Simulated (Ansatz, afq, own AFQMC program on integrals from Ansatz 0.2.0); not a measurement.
Two steps: Ansatz 0.2.0 writes the Fock matrix and Cholesky factors of the valence space, and afq projects on them the lowest state that overlaps trial and start.

```yaml
crystal:
  periodic: [false, false, false]
  atoms:
    - {symbol: B, position_ang: [0.000000, 0.000000, 1.368886]}
    - {symbol: Al, position_ang: [0.000000, 0.000000, -0.689391]}
    - {symbol: H, position_ang: [0.000000, 1.077612, 1.885924]}
    - {symbol: H, position_ang: [0.000000, -1.077612, 1.885924]}
basis:
  gaussian: {orbitals: aug-cc-pVDZ}
magnetization: {spin_polarized: true, initial_magnetization: 2}
correlation: {method: ccsd_t, electrons: outside_noble_gas, hamiltonian_folder: ham}
```

```sh
$ ansatz run in.yaml --threads 1 --pin off --events-out ev --progress --plain --max-ram 16896MiB --backend cuda --devices 0, --max-vram 18GiB
```

afq runs on the folder ham with

```
--method phaseless --trial cisd --walkers 2400 --populations 20 --least-time 60 --time-step 0.005 --steps-per-block 50 --equilibration-blocks 28 --max-blocks 4000 --target-error 0.00017 --factor-cut 1e-05 --start spin_pure --seed 4372 --release-times 0.24,0.51,0.99,1.62,2.4 --release-step 0.03 --release-every 3 --taylor-order 6
```

Times are imaginary, in 1/Eh. The walk had a cap of 244 s. With eight or more populations the least sampling time is a fifth of least-time, and the error comes from their spread.

Log:

```
orbitals 62  electrons 5 3  factors 506 of 669
reference energy -267.67713846 Eh
CCSD correlation -0.15855196 Eh in 12 cycles, weight of the determinant in the CISD state 0.8835
energy of the start -267.835014 Eh
 block  time / (1/Eh)  mean weight  energy / Eh
     1     0.250  0.9995  -267.833904
     2     0.500  1.0000  -267.834756
     3     0.750  0.9999  -267.836061
     4     1.000  0.9999  -267.837207
     5     1.250  0.9996  -267.838105
     9     2.250  0.9999  -267.841025
    15     3.750  0.9998  -267.842217
    23     5.750  1.0001  -267.842048
    31     7.750  1.0000  -267.842508
    39     9.750  0.9996  -267.842660
    45    11.250  1.0000  -267.852446
    47    11.750  1.0000  -267.843678
    55    13.750  1.0000  -267.843026
    63    15.750  0.9999  -267.842104
    71    17.750  0.9999  -267.843304
    79    19.750  1.0000  -267.842451
    83    20.750  1.0001  -267.841753
    87    21.750  0.9999  -267.842047
    95    23.750  0.9998  -267.841793
   103    25.750  0.9998  -267.842515
   111    27.750  1.0001  -267.842221
   117    29.250  0.9999  -267.842237
error from the spread of 20 populations
released: time / (1/Eh)  energy / Eh  error  mean overlap
  0.24  -267.842814  0.000084  1.0013
  0.51  -267.843172  0.000275  1.0000
  0.99  -267.842296  0.000744  0.9986
  1.62  -267.843241  0.000062  0.9936
  2.40  -267.843382  0.000075  0.9896
energy -267.842807 +/- 0.000159 Eh
(rows thinned)
```

The run passed its tests (sampling time, drift between the halves within three errors, error under three times the target), which doesn't prove that it has relaxed. The second half of the sampling lies above the first by 1.6 errors of their difference, so the energy may still be moving and its error bar be too small.

Against this walk (error 4.3 meV) on the same determinant: CCSD(T) 32.8 meV higher, CCSDT(Q) 14.3 meV lower. The error is statistical and leaves out the bias of the constraint. The released energies have errors that jump between times, so the bars are unsure (meV from the phaseless value at times in 1/Eh: -0.2 ± 2.3 at 0.24, -10 ± 7 at 0.51, 14 ± 20 at 0.99, -11.8 ± 1.7 at 1.62, -15.6 ± 2.0 at 2.40), so they give no level; they do show a bias of the constraint, and the last of them that isn't too noisy lies 1 meV below CCSDT(Q).

Cautions: constraint bias not in the error.

The walk took 3.7 min on 1 × NVIDIA H100 80GB HBM3 with 2 threads of AMD EPYC 7R13 Processor (Zen 3), on a shared host (the card was shared). The log's last line is the phaseless energy.

CCSDT and higher add their correlation energy to the determinant of the CCSD(T) run, since their own runs factorise the integrals more tightly (a shift of under 2 meV). A walk keeps the symmetry of its determinant, which the program's search chose and which needn't be the lowest solution, so a lower state of the same spin and another symmetry isn't excluded.
